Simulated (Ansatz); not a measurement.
**CH5O (doublet): from Hartree-Fock to the top rungs at distance C1–H5 along a hydrogen transfer = 1.127 Å, cc-pVDZ**

An exercise on one series of results from a longer session: the logs are not shown, and one member is left open.

The runs use Ansatz 0.2.0, Gaussian basis; cc-pVDZ, core rule «outside noble gas», up to 2 orbitals frozen.

To be run: UHF; CCSD(T) on ROHF; CCSD(T) on UHF; BCCD(T) on ROHF; CISD; CCSDT(Q) on ROHF; CCSDT(Q) on UHF; CASSCF and MRCISD+Q, 3 electrons in 3 orbitals; CASSCF and NEVPT2, 3 electrons in 3 orbitals.

## The geometry

The geometry derives from fragments relaxed apart (PBE0/def2-TZVP) and kept rigid, so it is no stationary point. A hydrogen atom is moved between rigid fragments.

7 atoms, charge 0, spin multiplicity 2.

Atoms are counted from 1 here; the program's logs count them from 0.

Bond lengths: C1–H2 1.090 Å, C1–H3 1.090 Å, C1–H4 1.090 Å, C1–H5 1.127 Å, H5–O6 1.213 Å, O6–H7 0.973 Å. Angles: H2–C1–H3 109.5°, H2–C1–H4 109.5°, H2–C1–H5 109.5°, H3–C1–H4 109.5°, H3–C1–H5 109.5°, H4–C1–H5 109.5°, C1–H5–O6 180.0°, H5–O6–H7 105.0°.

Set-up of the first run:

Input file in.yaml:

```yaml
crystal:
  periodic: [false, false, false]
  atoms:
    - {symbol: C, position_ang: [-1.212979, 0.028666, 0.000000]}
    - {symbol: H, position_ang: [-1.576185, 1.055967, 0.000000]}
    - {symbol: H, position_ang: [-1.576185, -0.484985, 0.889668]}
    - {symbol: H, position_ang: [-1.576185, -0.484984, -0.889669]}
    - {symbol: H, position_ang: [-0.085979, 0.028666, 0.000000]}
    - {symbol: O, position_ang: [1.127021, 0.028666, 0.000000]}
    - {symbol: H, position_ang: [1.378880, -0.911284, 0.000000]}
basis:
  gaussian: {orbitals: cc-pVDZ}
magnetization: {spin_polarized: true, initial_magnetization: 1}
hamiltonian: {xc: hf}
output: {orbitals: {seedname: orbitals}}
```

The run is started by

```bash
> ansatz run in.yaml --threads 1 --pin off --events-out ev --progress --plain --max-ram 4096MiB --backend cpu
```

Among the steps run: UHF; CCSD(T) on ROHF; CCSD(T) on UHF; BCCD(T) on ROHF; CISD; CCSDT(Q) on ROHF; CCSDT(Q) on UHF; CASSCF and MRCISD+Q, 3 electrons in 3 orbitals; CASSCF and NEVPT2, 3 electrons in 3 orbitals.

One of the session's tables, all rows but one given; the rest of the session is left out.

| method | from UCCSDT(Q) (kcal/mol) |
| --- | --- |
| ROHF | +245.53 |
| UHF | ? |
| RMP2 | +27.22 |
| UMP2 | +28.10 |
| CISD | +27.38 |
| RCCSD | +5.97 |
| UCCSD | +5.77 |
| RCCSD(T) | +0.84 |
| UCCSD(T) | +0.85 |
| BCCD(T) | +0.86 |
| RCCSDT | +0.44 |
| UCCSDT | +0.41 |
| RCCSDT(Q) | +0.01 |
| UCCSDT(Q) | 0 |
| CASSCF pair | +231.22 |
| NEVPT2 pair | +26.49 |
| MRCISD pair | +24.32 |
| MRCISD+Q pair | +3.82 |

**Question.** Estimate the row for UHF.

The run gave: from UCCSDT(Q) (kcal/mol): +239.29. In the column «from UCCSDT(Q) (kcal/mol)» it lies between CASSCF pair (+231.22) and ROHF (+245.53).

To keep in mind: Restricted and unrestricted rows rest on different reference determinants; where their highest levels disagree by more than a few hundredths of an eV, they describe different states and don't form one ladder.
